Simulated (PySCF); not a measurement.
Geometry:
```csv
atom,x (Å),y (Å),z (Å)
C1,-0.797,-0.122,-0.012
C2,0.697,-0.002,0.090
F3,1.295,-0.858,-0.774
Cl4,1.229,1.666,-0.286
H5,-1.117,0.116,-1.036
H6,-1.095,-1.154,0.229
H7,-1.288,0.567,0.687
H8,1.077,-0.213,1.102
```

Computed data (PySCF 2.14): σ from GIAO-CAM-B3LYP/pcSseg-2, PBE0-D3(BJ)/def2-SVP structure. Gas phase, one computed conformer, rapidly exchanging positions averaged, relativity neglected.

Chemical shifts δ = σref − σ; TMS for ¹³C and ¹H; ¹⁹F against CFCl3; HCl for ³⁵Cl, all at this level.

```json
{"atoms": "H5/H6/H7", "nucleus": "¹H", "count": "3", "δ (ppm)": "1.69"}
{"atoms": "C2", "nucleus": "¹³C", "count": "1", "δ (ppm)": "110.1"}
{"atoms": "Cl4", "nucleus": "³⁵Cl", "count": "1", "δ (ppm)": "274"}
{"atoms": "H8", "nucleus": "¹H", "count": "1", "δ (ppm)": "6.24"}
{"atoms": "C1", "nucleus": "¹³C", "count": "1", "δ (ppm)": "?"}
{"atoms": "F3", "nucleus": "¹⁹F", "count": "1", "δ (ppm)": "?"}
```

**Question.** Complete the table.

**Answer.** 
- C1: 29.2 ppm, methyl carbon; aliphatic region, no heteroatom directly attached
- F3: -132.9 ppm, fluorine on an sp3 carbon

Carbons that carry Cl, above all several Cl atoms, come out too deshielded, partly because spin–orbit coupling is missing. Shifts are as computed, not scaled to solution data. Of 1211 compounds with measured shifts, 218 miss one by over three times the rms of a fit or turn the order of signals round; such compounds aren't used in these exercises. Unscaled 19F shifts against computed CFCl3 carry errors that often reach 10 to 50 ppm.
